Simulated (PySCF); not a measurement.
Molecule: `InChI=1S/C3H7N/c1-4-2-3-4/h2-3H2,1H3`.

Molfile (atoms numbered from 1):
```
C3H7N
     RDKit          3D

 11 11  0  0  0  0  0  0  0  0999 V2000
    1.3993    0.1675    0.0494 C   0  0  0  0  0  0  0  0  0  0  0  0
    0.1173    0.3088   -0.5894 N   0  0  0  0  0  0  0  0  0  0  0  0
   -1.0358    0.4570    0.2598 C   0  0  0  0  0  0  0  0  0  0  0  0
   -0.7977   -0.7988   -0.4953 C   0  0  0  0  0  0  0  0  0  0  0  0
    2.0989   -0.3428   -0.6306 H   0  0  0  0  0  0  0  0  0  0  0  0
    1.3613   -0.4104    0.9989 H   0  0  0  0  0  0  0  0  0  0  0  0
    1.8139    1.1624    0.2741 H   0  0  0  0  0  0  0  0  0  0  0  0
   -0.8861    0.4159    1.3478 H   0  0  0  0  0  0  0  0  0  0  0  0
   -1.7967    1.1743   -0.0674 H   0  0  0  0  0  0  0  0  0  0  0  0
   -0.4891   -1.6767    0.0894 H   0  0  0  0  0  0  0  0  0  0  0  0
   -1.3781   -1.0327   -1.3947 H   0  0  0  0  0  0  0  0  0  0  0  0
  1  2  1  0
  2  3  1  0
  3  4  1  0
  4  2  1  0
  1  5  1  0
  1  6  1  0
  1  7  1  0
  3  8  1  0
  3  9  1  0
  4 10  1  0
  4 11  1  0
M  END
```

Geometry PBE0-D3(BJ)/def2-SVP throughout; GIAO in PySCF 2.14.0 with density-fitted response routines, gas phase, one conformer, non-relativistic; equivalent atoms averaged; basis pcSseg-2.

Q: How do the shifts δ (against TMS, NH3 at the same level) depend on the functional? (ppm; last column core-seconds on shared hosts with different chips, so compare them loosely; the GGAs took longer than the global hybrids here, which isn't the general rule, and the cause wasn't traced)

A: 
| functional | kind | C1 | C3/C4 | N2 | H5/H6/H7 | H8/H9/H10/H11 | core-s |
| --- | --- | --- | --- | --- | --- | --- | --- |
| HF | Hartree–Fock | 45.7 | 23.9 | -5.3 | 2.09 | 1.13 | 9.7 |
| LDA | LDA | 51.8 | 31.2 | 27.9 | 2.23 | 1.18 | 24 |
| PBE | GGA | 51.2 | 30.1 | 24.6 | 2.22 | 1.15 | 29 |
| BLYP | GGA | 51.9 | 30.3 | 26.3 | 2.26 | 1.17 | 30 |
| BP86 | GGA | 51.3 | 30.2 | 23.5 | 2.23 | 1.16 | 29 |
| OPBE | GGA | 49.0 | 29.4 | 21.2 | 2.17 | 1.16 | 31 |
| KT2 | GGA | 50.5 | 28.2 | 20.0 | 2.22 | 1.10 | 31 |
| KT3 | GGA | 49.7 | 28.1 | 20.3 | 2.20 | 1.12 | 31 |
| B97-D | GGA | 50.6 | 29.6 | 22.0 | 2.25 | 1.18 | 29 |
| B3LYP | global hybrid | 50.6 | 29.1 | 19.5 | 2.21 | 1.16 | 20 |
| PBE0 | global hybrid | 49.6 | 28.7 | 16.3 | 2.17 | 1.14 | 20 |
| mPW1PW91 | global hybrid | 49.6 | 28.8 | 16.1 | 2.17 | 1.15 | 21 |
| WP04 | global hybrid | 49.7 | 29.7 | 20.0 | 2.12 | 1.21 | 16 |
| B97-2 | global hybrid | 49.4 | 28.5 | 15.9 | 2.18 | 1.15 | 15 |
| BHandHLYP | global hybrid | 48.8 | 27.2 | 10.2 | 2.16 | 1.15 | 17 |
| CAM-B3LYP | range-separated hybrid | 49.8 | 28.5 | 16.6 | 2.20 | 1.20 | 23 |
| wB97X-D | range-separated hybrid | 49.6 | 28.9 | 14.1 | 2.17 | 1.18 | 22 |
| LC-wPBE | range-separated hybrid | 48.2 | 28.5 | 11.9 | 2.13 | 1.24 | 31 |

Q: Which nucleus moves most, in ppm?

A: N2 (amine nitrogen): from -5.3 ppm with HF to 27.9 ppm with LDA. The smallest spread is 0.14 ppm, at H8/H9/H10/H11. Proton shifts span only some 12 ppm, so a few tenths of a ppm matter as much there as several ppm in carbon.
